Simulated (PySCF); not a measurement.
System: C3H5, net charge -1, singlet state. It need not be the lowest isomer of its formula. Whether it binds its extra electron was not tested at this geometry. 
Geometry from a B3LYP-D3(BJ)/def2-TZVP (Ansatz) optimisation:
SMILES: C=[C-]C
```xyz
8

C      1.2258     0.1731     0.0089
C     -0.0311     0.6439    -0.0092
H      1.4781    -0.9136     0.0264
H      2.1064     0.8231     0.0081
C     -1.0916    -0.4392    -0.0040
H     -0.6973    -1.4882     0.0142
H     -1.7609    -0.3317     0.8619
H     -1.7448    -0.3560    -0.8848
```
Charge -1, spin multiplicity 1.

Dispersion corrections to the total energy (kcal/mol) from the dftd3 and dftd4 libraries through PySCF: D3(BJ) without and D4 with the three-body term, each with the damping fitted for the functional named.

```tsv
functional	D3(BJ)	D4
LC-wPBE	?	-3.35
BP86	-3.81	-3.86
BHLYP	-3.31	-3.24
PBE0	-2.15	?
PW6B95	-1.12	?
CAM-B3LYP	-1.82	-2.47
TPSS	-3.19	-4.14
```

Q: Some entries are withheld; supply them.

A: 
- LC-wPBE, D3(BJ): -2.26
- PBE0, D4: -2.51
- PW6B95, D4: -2.68
